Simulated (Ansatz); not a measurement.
Rock-salt TiN was calculated with HSE06 (plane waves, PAW; Ansatz, an electronic-structure program).

Numerical settings: plane-wave cutoff 500 eV, 10×10×10 k mesh, Fermi–Dirac smearing 0.05 eV, no spin polarisation, scalar-relativistic PAW data made under PBE.

Computed at the level's own relaxed cell.

Q: Give the computed equilibrium volume per atom and equilibrium lattice constant a.

A: 
equilibrium volume per atom: 9.31 Å³/atom
equilibrium lattice constant a: 4.207 Å

Measured, for comparison: equilibrium volume per atom 9.52 Å³/atom, lattice constant a 4.239 Å (temperature not stated, no zero-point or thermal correction; as tabulated in Zhang et al. (2018), doi:10.1088/1367-2630/aac7f0). Computed (rounded) less measured: equilibrium volume per atom -2.2 %, lattice constant a -0.8 %. A static lattice is as a rule a little smaller and stiffer than an uncorrected measurement, which narrows the difference in the lattice constant a and would widen misses of the other sign.

Note: exact exchange on metals is sensitive to the k mesh and can open a false gap; the run has no spin polarisation, so it can have missed a magnetic state; the run warned that the count of filled bands differs between k points.

The computed numbers hold no vibrational or temperature effects.
